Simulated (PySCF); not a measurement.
C₂H₃F₂N.
SMILES: `[H]/N=C/C(F)F`

Computed, not measured: EOM-IP-CCSD/aug-cc-pVDZ in PySCF, restricted Hartree–Fock reference, frozen core, non-relativistic, gas phase, PBE0-D3(BJ)/def2-SVP geometry.

Hartree–Fock orbital energies give these Koopmans values (eV): HOMO 12.44, HOMO-1 13.03, HOMO-2 14.97, HOMO-3 16.96, HOMO-4 17.48, HOMO-5 18.48, HOMO-6 19.22, HOMO-7 19.83.

Q: What vertical ionisation energies does EOM-IP-CCSD give?

A: 
| leading hole (HF orbital) | Koopmans (eV) | EOM-IP-CCSD (eV) | change (eV) | one-hole share |
| --- | --- | --- | --- | --- |
| HOMO | 12.44 | 11.04 | -1.40 | 0.95 |
| HOMO-1 | 13.03 | 12.93 | -0.10 | 0.96 |
| HOMO-2 | 14.97 | 13.20 | -1.77 | 0.95 |
| HOMO-4 | 17.48 | 14.95 | -2.53 | 0.95 |
| HOMO-3 | 16.96 | 15.07 | -1.89 | 0.95 |
| HOMO-5 | 18.48 | 15.75 | -2.73 | 0.94 |
| HOMO-6 | 19.22 | 17.39 | -1.83 | 0.93 |
| HOMO-7 | 19.83 | 17.65 | -2.18 | 0.95 |

Q: Does the order of the lines follow the orbital energies?

A: No: the HOMO-4 hole (14.95 eV) falls below the HOMO-3 hole (15.07 eV). The corrections run from -2.73 to -0.10 eV, with a mean of -1.80 eV over the 8 lines; no line lies above its Koopmans value. Koopmans values leave out both the relaxation of the orbitals and the change in correlation energy.

Q: At what kinetic energies would He I light (21.22 eV) eject these electrons?

A: 10.18 eV (HOMO), 8.29 eV (HOMO-1), 8.02 eV (HOMO-2), 6.27 eV (HOMO-4), 6.15 eV (HOMO-3), 5.47 eV (HOMO-5), 3.83 eV (HOMO-6), 3.57 eV (HOMO-7).

Lines less than 0.15 eV apart could change places at a higher level. One root was sought for each valence orbital with −ε under 21 eV, eight at most, so deeper holes and satellites are missing; no vibrational structure.

Conformer computed: `[H]/[N:1]=[CH:2]/[CH:3]([F:4])[F:5]`: N1–C2–C3–F4 121°.

One conformer stands for the species.
